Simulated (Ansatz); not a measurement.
Rock-salt TiN, treated with PBEsol (Ansatz, a first-principles code, PAW).

Settings: plane-wave cutoff 520 eV, 22×22×22 k mesh, Fermi–Dirac smearing 0.05 eV, no spin polarisation, scalar-relativistic PAW data made under PBE.

Computed at the level's own relaxed cell.

Estimate the volume per atom, bulk modulus, lattice parameter a and pressure derivative B′ of the bulk modulus that the calculation returns.


- volume per atom = 9.29 Å³/atom
- bulk modulus = 300 GPa
- lattice parameter a = 4.204 Å
- pressure derivative B′ of the bulk modulus = 4.2

The run finds no gap.

Measured, for comparison: equilibrium volume per atom 9.52 Å³/atom, lattice constant a 4.239 Å (temperature not stated, not corrected to a static lattice; as tabulated in Zhang et al. (2018), doi:10.1088/1367-2630/aac7f0); bulk modulus 288 GPa (temperature not stated, not corrected to a static lattice; as tabulated in Krasnenko and Brik (2013), arXiv:1306.3139). Computed (rounded) less measured: equilibrium volume per atom -2.4 %, bulk modulus +4 %, lattice constant a -0.8 %. A static lattice is as a rule a little smaller and stiffer than an uncorrected measurement, which narrows the difference in the bulk modulus, lattice constant a and would widen misses of the other sign.

Static lattice: no zero-point or thermal effects.

The result took about 40 core-seconds (a rough figure).
